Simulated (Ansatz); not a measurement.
# CH8BN (SMILES [BH3-][NH2+]C) at wB97M-V/cc-pVDZ

Aim: the vertical singlet–triplet gap of CH8BN at wB97M-V/cc-pVDZ, from 2 runs. 

Program for the calculation: Ansatz 0.2.0.

64 further runs of the same task are left out: 2 that didn't finish, 62 set aside as unsound or not needed.

**1. The system as given**

CH8BN: 11 atoms, total charge 0, spin state singlet. SMILES: `[BH3-][NH2+]C`. Geometry: relaxed at PBE0-D4/def2-TZVP.

Bond lengths: B1–N2 1.626 Å, N2–C3 1.469 Å, B1–H4 1.214 Å, B1–H5 1.214 Å, B1–H6 1.214 Å, N2–H7 1.016 Å, N2–H8 1.016 Å, C3–H9 1.089 Å, C3–H10 1.089 Å, C3–H11 1.092 Å. Some angles: B1–N2–C3 114.0°, B1–N2–H7 108.2°, B1–N2–H8 108.2°, C3–N2–H7 109.9°, C3–N2–H8 109.9°, N2–B1–H4 105.5°, N2–B1–H5 105.4°, N2–B1–H6 105.4°, N2–C3–H9 108.2°, N2–C3–H10 108.2°.

**2. A single-point energy at wB97M-V/cc-pVDZ**

input.yaml reads:

```yaml
crystal:
  periodic: [false, false, false]
  atoms:
    - {symbol: B, position_ang: [-0.828400, 1.032000, -0.205100]}
    - {symbol: "N", position_ang: [-0.349500, -0.497500, 0.070800]}
    - {symbol: C, position_ang: [1.107800, -0.661100, 0.155200]}
    - {symbol: H, position_ang: [-2.040900, 0.991000, -0.245400]}
    - {symbol: H, position_ang: [-0.325100, 1.341700, -1.265700]}
    - {symbol: H, position_ang: [-0.402900, 1.677500, 0.731200]}
    - {symbol: H, position_ang: [-0.783500, -0.815200, 0.932300]}
    - {symbol: H, position_ang: [-0.721000, -1.084700, -0.669900]}
    - {symbol: H, position_ang: [1.475700, -0.024100, 0.957600]}
    - {symbol: H, position_ang: [1.543500, -0.317100, -0.781300]}
    - {symbol: H, position_ang: [1.389800, -1.699400, 0.341100]}
basis:
  gaussian:
    orbitals: cc-pVDZ
total_charge: 0
magnetization:
  spin_polarized: false
hamiltonian:
  xc: {name: wB97M-V}
accuracy: high
output:
  orbitals: {seedname: orbitals}
```

The run is started by

```bash
$ ansatz run input.yaml --threads 1 --pin off --max-ram 3480MiB --events-out events.jsonl --progress --plain --runs-dir runs
```

Log:

```text
Warning: RAYON_NUM_THREADS=1 ignored (pool sized by the plan → 1); use --threads N
Functional definition: wB97M-V
  name "wB97M-V"
  parameter omega = 0.3/bohr
  parameter cx = 0.15
  parameter cx01 = 1.007
  parameter cx10 = 0.259
  parameter css00 = 0.443
  parameter css04 = -1.437
  parameter css10 = -4.535
  parameter css20 = -3.390
  parameter css43 = 4.278
  parameter cos00 = 1.000
  parameter cos10 = 1.358
  parameter cos20 = 2.924
  parameter cos21 = -8.812
  parameter cos60 = -1.390
  parameter cos61 = 9.142
  parameter b = 6.0
  parameter c = 0.01
  gx(w, u) = 1 - cx + cx01*u + cx10*w
  gss(w, u) = css00 + css04*u^4 + css10*w + css20*w^2 + css43*w^4*u^3
  gos(w, u) = cos00 + cos10*w + (cos20 + cos21*u)*w^2 + (cos60 + cos61*u)*w^6
  exchange = spin_sum(e_x_unif_sr(omega)*gx(b97_w, b97_u_x)) + cx*exact_x_sr(omega) + exact_x_lr(omega)
  correlation = spin_sum(e_c_pw_mod_same_spin*gss(b97_w, b97_u_same))
      + integral(e_c_pw_mod_opposite_spin*gos(b97_w_opposite, b97_u_opposite)) + vv10(b, c)
2051 factors; integrals over basis functions are off by at most 3.4e-9 eV
365 factors; integrals over basis functions are off by at most 2.3e-9 eV
mean field evaluation 1: about -3329.1957 eV, gradient 2.9e1 eV
mean field evaluation 2: about -3330.6143 eV, gradient 2.0e1 eV
mean field evaluation 4: about -3331.4730 eV, gradient 1.1e0 eV
mean field evaluation 8: about -3331.4813 eV, gradient 1.2e-2 eV
mean field evaluation 16: about -3331.4813 eV, gradient 6.1e-7 eV
mean field -3331.48128656 eV, -122.4296791220 hartree, gradient 1.1e-8 eV, S^2 0.000000; 0 other end points of the search recorded, 0 dependent functions left out
reference -3331.48129093 eV, -122.4296792825 hartree; 13, 13 occupied and 69, 69 virtual orbitals, 2051 factors
Total energy: -3331.48129093 eV, -122.4296792825 hartree
```

It took 48 s on 1 thread of Arm Neoverse V2, shared host; peak memory 0.47 GiB.

**3. The triplet, same level**

job.yaml reads:

```yaml
crystal:
  periodic: [false, false, false]
  atoms:
    - {symbol: B, position_ang: [-0.828400, 1.032000, -0.205100]}
    - {symbol: N, position_ang: [-0.349500, -0.497500, 0.070800]}
    - {symbol: C, position_ang: [1.107800, -0.661100, 0.155200]}
    - {symbol: H, position_ang: [-2.040900, 0.991000, -0.245400]}
    - {symbol: H, position_ang: [-0.325100, 1.341700, -1.265700]}
    - {symbol: H, position_ang: [-0.402900, 1.677500, 0.731200]}
    - {symbol: H, position_ang: [-0.783500, -0.815200, 0.932300]}
    - {symbol: H, position_ang: [-0.721000, -1.084700, -0.669900]}
    - {symbol: H, position_ang: [1.475700, -0.024100, 0.957600]}
    - {symbol: H, position_ang: [1.543500, -0.317100, -0.781300]}
    - {symbol: H, position_ang: [1.389800, -1.699400, 0.341100]}
basis:
  gaussian: {orbitals: cc-pVDZ}
magnetization: {spin_polarized: true, initial_magnetization: 2}
hamiltonian: {xc: {name: wB97M-V}}
accuracy: high
output: {orbitals: {seedname: orbitals}}
```

The run is started by

```bash
$ ansatz run job.yaml --threads 1 --pin off --max-ram 3480MiB --events-out events.jsonl --progress --plain --runs-dir runs
```

Log, shortened:

```text
Warning: RAYON_NUM_THREADS=1 ignored (pool sized by the plan → 1); use --threads N
[... 2 set-up lines as earlier in the session ...]
[...]
  gx(w, u) = 1 - cx + cx01*u + cx10*w
  gss(w, u) = css00 + css04*u^4 + css10*w + css20*w^2 + css43*w^4*u^3
  gos(w, u) = cos00 + cos10*w + (cos20 + cos21*u)*w^2 + (cos60 + cos61*u)*w^6
[...]
      + integral(e_c_pw_mod_opposite_spin*gos(b97_w_opposite, b97_u_opposite)) + vv10(b, c)
2051 factors; integrals over basis functions are off by at most 3.4e-9 eV
365 factors; integrals over basis functions are off by at most 2.3e-9 eV
[...]
mean field -3323.53313051 eV, -122.1375897747 hartree, gradient 6.7e-8 eV, S^2 2.003810; 6 other end points of the search recorded, 0 dependent functions left out
reference -3323.53313477 eV, -122.1375899312 hartree; 14, 12 occupied and 68, 70 virtual orbitals, 2051 factors
Total energy: -3323.53313477 eV, -122.1375899312 hartree
```

It took 5.2 min on 1 thread of Arm Neoverse V2, shared host; peak memory 0.9 GiB.

**4. Summary of results**

Level: wB97M-V/cc-pVDZ.

```
                                        quantity          value
                           singlet: total energy  -122.42968 Eh
                            singlet: HOMO energy       -9.87 eV
                            singlet: LUMO energy        2.54 eV
                          singlet: HOMO–LUMO gap       12.42 eV
                           triplet: total energy  -122.13759 Eh
     triplet: HOMO energy (highest over α and β)       -2.49 eV
                                   triplet: ⟨S²⟩          2.004
vertical energy of the triplet above the singlet       7.948 eV
```

**Reading.** At this shape the triplet lies 7.95 eV (767 kJ/mol) above the singlet.
